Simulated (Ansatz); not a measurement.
Scan of [BH2···H···OH], doublet

Starting geometry:

```xyz
6

B    -1.5699    0.0307    0.0000
H    -2.1666    1.0643    0.0000
H    -2.1666   -1.0029    0.0000
H    -0.3764    0.0307    0.0000
O     1.2621    0.0307    0.0000
H     1.5140   -0.9092    0.0000
```

From there H4 is moved from one fragment to the other while all else, the fragments' distance too, stays fixed, so the hump isn't the reaction's barrier; atoms are numbered as listed. Energies are in eV, counted from the starting geometry at the same level. Kohn–Sham curves are unrestricted where that lies lower.

Basis cc-pVDZ; Ansatz 0.2.0. Only valence electrons are correlated (noble-gas cores frozen). R marks a restricted (for open shells ROHF) determinant, U an unrestricted one.

In so small a basis the reference is far from its limit while semilocal and hybrid functionals are nearer theirs (RPA and double hybrids share much of the reference's basis error), so the functionals' errors here hold much of the reference's basis and frozen-core error, which can add to them or hide them.

Full CI isn't at hand for all of this; UCCSDT(Q) serves as the reference, and is uncertain by about the last step of the cluster series.

```csv
distance B1-H4 (Å),UCCSDT(Q),PBE,revPBE,r2SCAN,PBE0,B3LYP,r2SCANh,wB97M-V,B2PLYP,RPA-PBE
1.110,0.106,0.206,0.195,0.160,0.150,0.147,0.144,0.118,0.119,0.129
1.194,0.000,0.000,0.000,0.000,0.000,0.000,0.000,0.000,0.000,0.000
1.286,0.059,-0.069,-0.056,-0.017,-0.001,0.001,0.003,0.035,0.037,0.023
1.379,0.185,-0.069,-0.044,0.030,0.065,0.071,0.070,0.135,0.136,0.112
1.471,0.261,-0.079,-0.044,0.053,0.103,0.118,0.108,0.196,0.193,0.172
1.564,0.198,-0.151,-0.109,-0.012,0.045,0.076,0.047,0.143,0.129,0.135
1.657,-0.013,-0.295,-0.251,-0.182,-0.129,-0.076,-0.132,-0.041,-0.065,-0.023
1.749,-0.285,-0.457,-0.416,-0.391,-0.351,-0.276,-0.360,-0.279,-0.308,-0.242
1.842,-0.466,-0.521,-0.483,-0.507,-0.487,-0.391,-0.497,-0.427,-0.461,-0.382
```
